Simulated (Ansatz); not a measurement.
Basis-set extrapolation for C₃H₅FO₂ (`O=CCOCF`) (PBE0-D4/def2-TZVP geometry, frozen core, Ansatz). Multiplicity 1, RHF reference.

|  | def2-TZVPP | def2-QZVPP |
| --- | --- | --- |
| HF | -365.807570 | -365.824081 |
| MP2 correlation | -1.202171 | -1.295942 |
| CCSD(T) correlation | -1.275422 | not run |

Energies in hartree. Use E(X) = E(∞) + A·exp(−7.88·√X) for Hartree–Fock and E(X) = E(∞) + B·X^(−2.97) for correlation, with X = 3 and 4, and add CCSD(T) minus MP2 of the smaller set to the MP2 limit.

Task: What is the CCSD(T) energy at the basis-set limit?

Result: HF limit: -365.824081 + (-0.016511) × 0.13774 = -365.82636. MP2 limit: -1.295942 + (-0.093771) × 0.74074 = -1.36540. Higher-order term: -1.275422 − (-1.202171) = -0.07325. Total: -367.26501 hartree, 4.95 eV below CCSD(T)/def2-TZVPP.
